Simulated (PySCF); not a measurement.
Species: C₃H₂FNS.
Structure used (PBE0-D3(BJ)/def2-SVP), in Å, numbered top down from 1:
```xyz
8
C3H2FNS angstrom
F      2.4278    0.1238   -0.0628
C      1.1394    0.3670    0.0117
C      0.1214   -0.5443    0.0568
C     -1.1116    0.1596    0.1280
N     -1.0623    1.4709    0.1382
S      0.5179    1.9743    0.0604
H      0.2536   -1.6252    0.0388
H     -2.0943   -0.3204    0.1734
```

Theory: PBE0-D3(BJ)/def2-SVP geometry optimisation, gas phase in PySCF.

Masses are those of the commonest isotopes; rigid-rotor values at the optimised geometry. 

Give the principal moments of inertia and the rotational constants in MHz.

Ia = 88.52, Ib = 156.34, Ic = 244.85 u·Å²; 505379 MHz·u·Å²/I gives A = 5709, B = 3233, C = 2064 MHz.

Classify the top.

An asymmetric top. Ray's parameter κ = (2B − A − C)/(A − C) = -0.359; −1 is the prolate and +1 the oblate limit.

Is it planar, by Δ = Ic − Ia − Ib?

Planar: Δ = Ic − Ia − Ib = 0.00 u·Å². For a rigid frame Δ = −2 Σ m c², so it vanishes when all atoms lie in the ab plane; here none is more than 0.01 Å from it.

List the rotational levels J(Ka,Kc) to J = 5 (K).

Above 0(0,0), as E/k:
J = 1: 1(0,1) 0.254, 1(1,1) 0.373, 1(1,0) 0.429
J = 2: 2(0,2) 0.747, 2(1,2) 0.825, 2(1,1) 0.994, 2(2,1) 1.350, 2(2,0) 1.366
J = 3: 3(0,3) 1.454, 3(1,3) 1.495, 3(1,2) 1.829, 3(2,2) 2.113, 3(2,1) 2.184, 3(3,1) 2.856, 3(3,0) 2.859
J = 4: 4(0,4) 2.357, 4(1,4) 2.375, 4(1,3) 2.917, 4(2,3) 3.117, 4(2,2) 3.302, 4(3,2) 3.897, 4(3,1) 3.916, 4(4,1) 4.905, 4(4,0) 4.905
J = 5: 5(0,5) 3.453, 5(1,5) 3.460, 5(1,4) 4.232, 5(2,4) 4.354, 5(2,3) 4.710, 5(3,3) 5.199, 5(3,2) 5.268, 5(4,2) 6.210, 5(4,1) 6.214, 5(5,1) 7.501, 5(5,0) 7.501

Which lines would a microwave search look for?

The dipole components are |μa| = 0.93 D, |μb| = 1.36 D, |μc| = 0.00 D; the mirror of this Cs structure is the ab plane, so μc vanishes by symmetry and there are no c-type lines. The squared components, which scale the intensities, stand as 0.47 : 1.00 (a : b). Some lines, for components of 0.1 D or more:

| type | branch | J(Ka,Kc) | MHz | lower level (cm⁻¹) |
| --- | --- | --- | --- | --- |
| a | Q | 4(3,1) ← 4(3,2) | 397 | 2.709 |
| a | Q | 5(3,2) ← 5(3,3) | 1433 | 3.614 |
| a | R | 1(0,1) ← 0(0,0) | 5297 | 0.000 |
| b | Q | 2(2,0) ← 2(1,1) | 7756 | 0.691 |
| b | Q | 4(2,2) ← 4(1,3) | 8022 | 2.027 |
| b | Q | 5(2,3) ← 5(1,4) | 9957 | 2.942 |
| b | Q | 5(3,2) ← 5(2,3) | 11622 | 3.274 |
| a | R | 2(1,1) ← 1(1,0) | 11762 | 0.298 |
| b | R | 2(1,2) ← 1(0,1) | 11901 | 0.177 |
| b | Q | 3(2,2) ← 3(1,3) | 12871 | 1.039 |
| a | R | 3(1,3) ← 2(1,2) | 13955 | 0.574 |
| b | R | 5(2,3) ← 4(3,2) | 16937 | 2.709 |
| a | R | 3(2,1) ← 2(2,0) | 17056 | 0.949 |
| a | R | 4(0,4) ← 3(0,3) | 18818 | 1.010 |
| b | Q | 4(4,0) ← 4(3,1) | 20604 | 2.722 |
| b | Q | 5(4,2) ← 5(3,3) | 21069 | 3.614 |
| a | R | 5(1,5) ← 4(1,4) | 22603 | 1.651 |
| a | R | 5(0,5) ← 4(0,4) | 22835 | 1.638 |
| b | Q | 5(5,0) ← 5(4,1) | 26810 | 4.319 |
| a | R | 5(4,2) ← 4(4,1) | 27203 | 3.409 |
| b | R | 4(4,0) ← 3(3,1) | 42699 | 1.985 |
| b | R | 5(4,2) ← 4(3,1) | 47798 | 2.722 |
| b | R | 5(4,1) ← 4(3,2) | 48273 | 2.709 |

Estimate the classical rotational partition function at 100 K, 200 K and 298.15 K.

Point group Cs, symmetry number σ = 1; q = (√π/σ)·√((kT/h)³/(ABC)), k/h = 20836.6 MHz/K: 27300 at 100 K, 77300 at 200 K, 141000 at 298.15 K.

Whether it is a minimum is left open (no frequencies). Constants of a rigid frame at the computed geometry: no zero-point averaging, no centrifugal distortion. Quadrupole hyperfine structure (14N) is left out.

Time: 19 s of wall time. Hardware: an Arm Neoverse V1 with one thread, no GPU, shared host. This is the geometry optimisation.
